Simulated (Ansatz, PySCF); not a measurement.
Molecule: CH5Si, charge 0, multiplicity 2. It need not be the lowest isomer of its formula. 
Coordinates optimised at B3LYP-D3(BJ)/def2-TZVP (Ansatz, a program for electronic structure):
```xyz
7

C     -0.0097     0.1411    -1.2607
Si     0.0046    -0.0671     0.5695
H     -0.9250     0.2758    -1.8259
H      0.8972     0.1766    -1.8533
H     -0.0125     1.2498     1.2616
H     -1.1932    -0.8210     1.0128
H      1.2278    -0.7881     0.9952
```
Charge 0, spin multiplicity 2.

Dipole moments at this geometry, in debye (magnitudes).

| level | program | dipole (D) |
|---|---|---|
| HF/def2-TZVPD | PySCF | 0.72 |
| SVWN5/def2-TZVPD | Ansatz | 0.56 |
| PBE/def2-TZVPD | Ansatz | 0.63 |
| M06-L/def2-TZVPD | PySCF | 0.67 |
| B3LYP/def2-TZVPD | PySCF | 0.64 |
| TPSSh/def2-TZVPD | PySCF | 0.67 |
| r2SCANh/def2-TZVPD | Ansatz | 0.69 |
| PW6B95/def2-TZVPD | PySCF | ? |
| CAM-B3LYP/def2-TZVPD | Ansatz | 0.66 |
| CCSD(T)/aug-cc-pV(D+d)Z | Ansatz | ? |

Question: Complete the blanks.

Answer: 
- PW6B95/def2-TZVPD, dipole (D): 0.65
- CCSD(T)/aug-cc-pV(D+d)Z, dipole (D): 0.65
